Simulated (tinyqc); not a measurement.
Inside a calculation. Method: extended Hueckel theory, for N2-. The parameters take no account of the charge, which enters only through the electron count, and nothing here shows that the anion is bound. One step of it, computed by the program tinyqc.

Problem. Mulliken analysis. P = C n C^T; charge = valence electrons (N 5) minus the sum of (P S)_ii on the atom; overlap population = 2 sum P_ij S_ij between two atoms.

coefficients:
```
              MO1        MO2        MO3       MO4        MO5        MO6        MO7        MO8
1N 2s    0.596192   0.606056   0.000000  0.000000  -0.224322   0.000000   0.000000   0.812049
1N 2px   0.000000   0.000000  -0.127950  0.637753   0.000000   0.721821   0.300064   0.000000
1N 2py   0.000000   0.000000   0.637753  0.127950   0.000000  -0.300064   0.721821   0.000000
1N 2pz   0.056998  -0.371769   0.000000  0.000000   0.634613   0.000000   0.000000   0.942035
2N 2s    0.596192  -0.606056   0.000000  0.000000  -0.224322   0.000000   0.000000  -0.812049
2N 2px   0.000000   0.000000  -0.127950  0.637753   0.000000  -0.721821  -0.300064   0.000000
2N 2py   0.000000   0.000000   0.637753  0.127950   0.000000   0.300064  -0.721821   0.000000
2N 2pz  -0.056998  -0.371769   0.000000  0.000000  -0.634613   0.000000   0.000000   0.942035
```

occupations: 2.000000  2.000000  2.000000  2.000000  2.000000  0.500000  0.500000  0.000000

overlap S:
```
            1N 2s    1N 2px    1N 2py     1N 2pz     2N 2s    2N 2px    2N 2py     2N 2pz
1N 2s    1.000000  0.000000  0.000000   0.000000  0.326843  0.000000  0.000000  -0.354197
1N 2px   0.000000  1.000000  0.000000   0.000000  0.000000  0.181755  0.000000   0.000000
1N 2py   0.000000  0.000000  1.000000   0.000000  0.000000  0.000000  0.181755   0.000000
1N 2pz   0.000000  0.000000  0.000000   1.000000  0.354197  0.000000  0.000000  -0.326132
2N 2s    0.326843  0.000000  0.000000   0.354197  1.000000  0.000000  0.000000   0.000000
2N 2px   0.000000  0.181755  0.000000   0.000000  0.000000  1.000000  0.000000   0.000000
2N 2py   0.000000  0.000000  0.181755   0.000000  0.000000  0.000000  1.000000   0.000000
2N 2pz  -0.354197  0.000000  0.000000  -0.326132  0.000000  0.000000  0.000000   1.000000
```

Give: charges; Overlap populations.

Solution.

charges: 1N -0.5000, 2N -0.5000

Overlap populations:
```
pair     value
2-1   1.124022
```
